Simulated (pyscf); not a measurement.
Elementary routes open to Cl–GeH₂–Cl (SMILES [Cl][GeH2][Cl]) in the gas phase (singlet surface):
A. HCl (SMILES Cl) + Cl–GeH: (SMILES [Cl][GeH]) [singlet] (Cl–Ge, Ge–H broken; Cl–H formed)
B. Cl–Ge:–Cl (SMILES [Cl][Ge][Cl]) [singlet] + H₂ (SMILES [H][H]) (Ge–H, Ge–H broken; H–H formed)

PySCF, gas phase, ωB97X-D3(BJ)/def2-SVP geometries.

Question: Rank the routes by free-energy barrier at 298 K, lowest first, for ωB97M-D3(BJ)/def2-TZVP energies (ideal gas, 1 atm, RRHO with modes under 100 cm⁻¹ raised to 100, one conformer, R ln 2 for chiral ones without a mode under 150 cm⁻¹).

Answer: A (221.9 kJ/mol), B (276.6 kJ/mol)

Route A is the fastest of these, ahead of the next by 54.7 kJ/mol. The most stable products are those of B (ΔG = +8.0 kJ/mol), whose barrier is 54.7 kJ/mol higher: the kinetic and the thermodynamic product differ. At 1200 K A is still the fastest. A: On the product side the descent ends in a bound adduct (not fully relaxed), 33.7 kJ/mol under the separated species and 83.3 kJ/mol under the saddle at ωB97X-D3(BJ)/def2-TZVP. Only these routes are compared; each barrier is that of the saddle found, and lower ones may exist. One closed-shell reference is unstable to symmetry breaking; treat the single-reference values with care. Elements up to Kr have no core potential and no relativistic terms here.
